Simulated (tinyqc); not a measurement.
Worked calculation: UHF in the sto-3g basis, for HF, spin multiplicity 1. This run ends on a higher stationary point, not on the lowest solution. One step of it, computed by the program tinyqc.

Question. Orthogonalisation. S = U s U^T; symmetric (Loewdin) form X = U s^(-1/2) U^T, so that X^T S X = 1.

overlap S:
```
           1F 1s     1F 2s    1F 2px    1F 2py    1F 2pz     2H 1s
1F 1s   1.000000  0.237990  0.000000  0.000000  0.000000  0.008608
1F 2s   0.237990  1.000000  0.000000  0.000000  0.000000  0.114593
1F 2px  0.000000  0.000000  1.000000  0.000000  0.000000  0.000000
1F 2py  0.000000  0.000000  0.000000  1.000000  0.000000  0.000000
1F 2pz  0.000000  0.000000  0.000000  0.000000  1.000000  0.110392
2H 1s   0.008608  0.114593  0.000000  0.000000  0.110392  1.000000
```

Give: eigenvalues of S; X.

Answer.

eigenvalues of S: 0.7345  0.8986  1.0000  1.0000  1.0939  1.2729

X:
```
          1F 1s    1F 2s  1F 2px  1F 2py   1F 2pz    2H 1s
1F 1s    1.0223  -0.1241  0.0000  0.0000  -0.0006   0.0063
1F 2s   -0.1241   1.0275  0.0000  0.0000   0.0050  -0.0596
1F 2px   0.0000   0.0000  1.0000  0.0000   0.0000   0.0000
1F 2py   0.0000   0.0000  0.0000  1.0000   0.0000   0.0000
1F 2pz  -0.0006   0.0050  0.0000  0.0000   1.0047  -0.0561
2H 1s    0.0063  -0.0596  0.0000  0.0000  -0.0561   1.0098
```
